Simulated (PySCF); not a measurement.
Gas-phase reaction: Si(CH3)4 + 4 CH3SiH + 2 CH → 5 (CH3)2Si

Energies from PySCF (xtb for GFN2), thermal terms from the rigid-rotor harmonic-oscillator model, ideal gas at 1 bar. † marks an energy on the PBE0/def2-TZVP geometry and frequencies; other levels use their own. 6-31G* has spherical d functions here. Open shells (unrestricted): CH (multiplicity 2, electronic degeneracy 4); the rest are closed-shell singlets. GFN2 has no spin-polarisation term. Spin-orbit splitting is ignored; it lowers the true energy and changes the entropy of CH. B3LYP is the form with VWN-RPA correlation. No R ln 2 is added for the mirror-image form of (CH3)2Si. CH3SiH, (CH3)2Si: computed as isolated molecules; such fragments, hydroxides, amides, oligomers or adducts are transient or little studied in the gas. The harmonic model lacks anharmonicity and excited electronic states, which grow with temperature; levels with a mode under 35 cm⁻¹ are left out. Internal rotation in Si(CH3)4, CH3SiH, (CH3)2Si is treated as a harmonic vibration of one conformer, which makes the entropy rough. Warning, spin contamination: CH (B3LYP/def2-TZVP†, BLYP/def2-TZVP†).

ΔH° and ΔS° at 298 K: B3LYP/6-31G* -1078 kJ, -262 J/K; B3LYP/def2-TZVP† -1059 kJ, -282 J/K; BLYP/def2-TZVP† -1058 kJ, -282 J/K; GFN2-xTB -1242 kJ, -244 J/K.

Problem. With the heat capacities included, give log10 K (1 bar) at 500, 600, 800, 1200, 1600 K from B3LYP/6-31G*, B3LYP/def2-TZVP†, BLYP/def2-TZVP†, GFN2-xTB.

Solution. 
```tsv
T (K)	B3LYP/6-31G*	B3LYP/def2-TZVP†	BLYP/def2-TZVP†	GFN2-xTB
500	98.8	95.8	95.7	116.8
600	80.0	77.3	77.2	95.1
800	56.4	54.2	54.1	67.9
1200	32.9	31.1	31.0	40.7
1600	21.2	19.6	19.5	27.1
```
